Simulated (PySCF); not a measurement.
Reaction (SMILES): N#N (N2) + 3 [H][H] (H2) → 2 N (NH3)
B3LYP-D3(BJ)/def2-TZVP geometries, fixed; electronic energies without zero-point terms.

Effect of the SCF energy threshold at HF/def2-TZVP with PySCF, against the last row, where the energy of full hydrogenation is -31.12 kcal/mol.

```
setting          SCF cycles, largest species  largest shift of a total energy (mEh)  shift of the energy of full hydrogenation (kcal/mol)
---------------  ---------------------------  -------------------------------------  ----------------------------------------------------
conv_tol: 1e-4                             5                                  0.000                                                 0.000
conv_tol: 1e-5                             6                                  0.000                                                 0.000
conv_tol: 1e-6                             7                                  0.000                                                 0.000
conv_tol: 1e-7                             8                                  0.000                                                 0.000
conv_tol: 1e-11                            9                                  0.000                                                 0.000
```

Within 0.02 kcal/mol in the energy of full hydrogenation: conv_tol: 1e-4; conv_tol: 1e-5; conv_tol: 1e-6; conv_tol: 1e-7. The largest shift is 0.000 mEh in a total energy and 0.000 kcal/mol in the difference.
